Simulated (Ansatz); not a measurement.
We consider MgSiP₂ (I-42d, No. 122, 8 atoms in the cell), described by HSE06 (plane waves, PAW; Ansatz, an electronic-structure program).

Run with plane-wave cutoff 460 eV, 6×6×6 k mesh, Fermi–Dirac smearing 0.01 eV, scalar-relativistic PAW data made under PBE.

Cell (measured lattice):

```cif
data_Mg4P8Si4
_chemical_formula_sum 'Mg4 Si4 P8'
_space_group_name_H-M_alt 'I-42d'
_space_group_IT_number 122
_space_group_name_Hall 'I -4 2bw'
_cell_length_a 5.72090
_cell_length_b 5.72090
_cell_length_c 10.09500
_cell_angle_alpha 90.000
_cell_angle_beta 90.000
_cell_angle_gamma 90.000
loop_
_atom_site_label
_atom_site_type_symbol
_atom_site_symmetry_multiplicity
_atom_site_Wyckoff_symbol
_atom_site_fract_x
_atom_site_fract_y
_atom_site_fract_z
_atom_site_occupancy
Mg1 Mg 4 a 0.00000 0.00000 0.00000 1
Si1 Si 4 b 0.00000 0.00000 0.50000 1
P1 P 8 d 0.29243 0.25000 0.12500 1
```
(The calculation used a cell of 8 atoms; values per cell refer to that cell.)

Task: Estimate the band gap that the calculation returns.

Result: 
* **band gap**: 1.93 eV (on the SCF k mesh) (direct)

Note: cell and atoms aren't relaxed at this level (pressure 0.5 GPa).

The computed numbers hold no vibrational or temperature effects.

Computing time: around 10 core-minutes (rough).
